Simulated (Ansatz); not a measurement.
Kohn–Sham single points on BH₃P₂ (`B1PP1`).

```yaml
crystal:
  periodic: [false, false, false]
  atoms:
    - {symbol: B, position_ang: [-0.643837, -0.351214, -0.352060]}
    - {symbol: P, position_ang: [0.694149, 0.954596, -0.603081]}
    - {symbol: P, position_ang: [0.449051, -0.385131, 1.185037]}
    - {symbol: H, position_ang: [-1.593935, -0.848156, -0.854615]}
    - {symbol: H, position_ang: [1.533951, 0.018828, -1.274018]}
    - {symbol: H, position_ang: [-0.397380, 0.547078, 1.852637]}
basis:
  gaussian: {orbitals: def2-TZVPP}
hamiltonian: {xc: {name: LC-wPBE}}
output: {orbitals: {seedname: orbitals}}
```

```sh
$ ansatz run in.yaml --threads 2 --pin off --events-out ev --progress --plain --max-ram 4352MiB
```

Shortened log:

```
Functional definition: LC-wPBE
920 factors; their error is unknown
280 factors; integrals over basis functions are off by at most 2.5e-5 eV
mean field evaluation 1: about -19295.2861 eV, gradient 1.2e1 eV
mean field evaluation 2: about -19295.8145 eV, gradient 5.4e0 eV
mean field evaluation 4: about -19295.9125 eV, gradient 5.1e-1 eV
mean field evaluation 8: about -19295.8876 eV, gradient 2.9e-1 eV
mean field evaluation 16: about -19295.8878 eV, gradient 5.9e-5 eV
mean field -19295.88783663 eV, -709.1107987735 hartree, gradient 5.9e-5 eV, S^2 0.000000; 0 other end points of the search recorded, 0 dependent functions left out
reference -19295.88783663 eV, -709.1107987737 hartree; 19, 19 occupied and 138, 138 virtual orbitals, 920 factors
Total energy: -19295.88783663 eV, -709.1107987737 hartree
```

It took 1.9 s on 2 threads of an Arm Neoverse V1 on a shared host, with 0.2 GiB of host memory at the peak.

Changing it to `hamiltonian: {xc: {name: wB97X-V}}` (abridged; 6 s):

```
Functional definition: wB97X-V
mean field evaluation 16: about -19299.2192 eV, gradient 4.5e-5 eV
mean field -19299.21923137 eV, -709.2332252721 hartree, gradient 4.5e-5 eV, S^2 0.000000
Total energy: -19299.21922959 eV, -709.2332252068 hartree
```

The same input with `hamiltonian: {xc: {name: PBE-QIDH}}` (abridged; 3.5 s):

```
Functional definition: PBE-QIDH
mean field evaluation 16: about -19285.2611 eV, gradient 2.3e-4 eV
mean field -19285.26108052 eV, -708.7202726896 hartree, gradient 5.7e-6 eV, S^2 0.000000
11 core orbitals not correlated: weight in the atoms' cores, before any rotation towards them, 1.000 or more for the frozen orbitals, at most 0.000 for the correlated occupied ones
second order -12.52372744 eV of doubles, -0.00000000 eV of singles
Total energy: -19289.43566813 eV, -708.8736859546 hartree
```

The same input with `hamiltonian: {xc: pbe0, dispersion: d4}` (abridged; 1.8 s):

```
Functional definition: PBE0
mean field evaluation 16: about -19294.3867 eV, gradient 9.8e-6 eV
mean field -19294.38668210 eV, -709.0556323623 hartree, gradient 9.8e-6 eV, S^2 0.000000
Total energy: -19294.50492111 eV, -709.0599775655 hartree
```

The same input with `hamiltonian: {xc: {name: B2PLYP}}` (abridged; 3.5 s):

```
Functional definition: B2PLYP
mean field evaluation 16: about -19291.1202 eV, gradient 4.7e-5 eV
mean field -19291.12024475 eV, -708.9355930037 hartree, gradient 4.5e-6 eV, S^2 0.000000
11 core orbitals not correlated: weight in the atoms' cores, before any rotation towards them, 1.000 or more for the frozen orbitals, at most 0.000 for the correlated occupied ones
second order -13.62921068 eV of doubles, -0.00000000 eV of singles
Total energy: -19294.80028286 eV, -709.0708319096 hartree
```

With the line `hamiltonian: {xc: {name: BLYP}, dispersion: d4}` (abridged; 1.5 s):

```
Functional definition: BLYP
mean field evaluation 16: about -19301.8334 eV, gradient 3.6e-5 eV
mean field -19301.83342326 eV, -709.3292950521 hartree, gradient 3.6e-5 eV, S^2 0.000000
Total energy: -19302.15262744 eV, -709.3410255894 hartree
```
